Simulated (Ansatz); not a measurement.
**BH₃O (triplet): wave-function methods side by side at distance B1–H4 along a hydrogen transfer = 1.194 Å, cc-pVDZ**

An exercise on one series of results from a longer session: the logs are not shown, and one member is left open.

The runs use Ansatz 0.2.0, Gaussian basis; cc-pVDZ, core rule «outside noble gas», up to 2 orbitals frozen.

To be run: UHF; CCSD(T) on ROHF; CCSD(T) on UHF; BCCD(T) on ROHF; CISD; CCSDT(Q) on ROHF; CCSDT(Q) on UHF; CASSCF and MRCISD+Q, 4 electrons in 4 orbitals; CASSCF and NEVPT2, 4 electrons in 4 orbitals.

17 further runs of the same task are left out: 9 for a known fault of the program, 2 for a mislabelled method, 5 that didn't finish, 1 set aside as unsound or not needed.

### What is computed

The geometry derives from fragments relaxed apart (PBE0/def2-TZVP) and kept rigid, so it is no stationary point. A hydrogen atom is moved between rigid fragments.

5 atoms, charge 0, spin multiplicity 3.

Atoms are counted from 1 here; the program's logs count them from 0.

Bond lengths: B1–H2 1.193 Å, B1–H3 1.193 Å, B1–H4 1.193 Å. Angles: H2–B1–H3 120.0°, H2–B1–H4 120.0°, H3–B1–H4 120.0°.

The first run:

Input file in.yaml:

```yaml
crystal:
  periodic: [false, false, false]
  atoms:
    - {symbol: B, position_ang: [-1.349272, 0.000000, 0.000000]}
    - {symbol: H, position_ang: [-1.946006, 1.033571, 0.000000]}
    - {symbol: H, position_ang: [-1.946006, -1.033571, 0.000000]}
    - {symbol: H, position_ang: [-0.155807, 0.000000, 0.000000]}
    - {symbol: O, position_ang: [1.166728, 0.000000, 0.000000]}
basis:
  gaussian: {orbitals: cc-pVDZ}
magnetization: {spin_polarized: true, initial_magnetization: 2}
hamiltonian: {xc: hf}
output: {orbitals: {seedname: orbitals}}
```

Run with:

```
$ ansatz run in.yaml --threads 1 --pin off --events-out ev --progress --plain --max-ram 2393MiB
```

Among the steps run: UHF; CCSD(T) on ROHF; CCSD(T) on UHF; BCCD(T) on ROHF; CISD; CCSDT(Q) on ROHF; CCSDT(Q) on UHF; CASSCF and MRCISD+Q, 4 electrons in 4 orbitals; CASSCF and NEVPT2, 4 electrons in 4 orbitals.

One of the session's tables, all rows but one given; the rest of the session is left out.

It belongs to the step «Misses and costs». 

| method | from UCCSDT(Q) (meV) |
| --- | --- |
| ROHF | +7226.2 |
| UHF | +6975.3 |
| RMP2 | +1242.2 |
| UMP2 | +1227.9 |
| CISD | +615.3 |
| RCCSD | +138.8 |
| UCCSD | +133.9 |
| RCCSD(T) | +30.0 |
| UCCSD(T) | +29.0 |
| BCCD(T) | +31.0 |
| RCCSDT | ? |
| UCCSDT | +7.1 |
| RCCSDT(Q) | +1.3 |
| UCCSDT(Q) | 0 |
| CASSCF pair | +6732.5 |
| NEVPT2 pair | +1176.5 |

Q: Estimate the row for RCCSDT from the others.

**Answer.** from UCCSDT(Q) (meV): +8.4. In the column «from UCCSDT(Q) (meV)» it lies between UCCSDT (+7.1) and UCCSD(T) (+29.0).

Not comparable, so not listed: CASSCF and MRCISD+Q, 4 electrons in 4 orbitals (they don't share determinant, frozen orbitals or solution with the rows shown, or repeat one).

Limits of these values: Restricted and unrestricted rows rest on different reference determinants; where their highest levels disagree by more than a few hundredths of an eV, they describe different states and don't form one ladder. Warnings in the runs' records: passed over end.
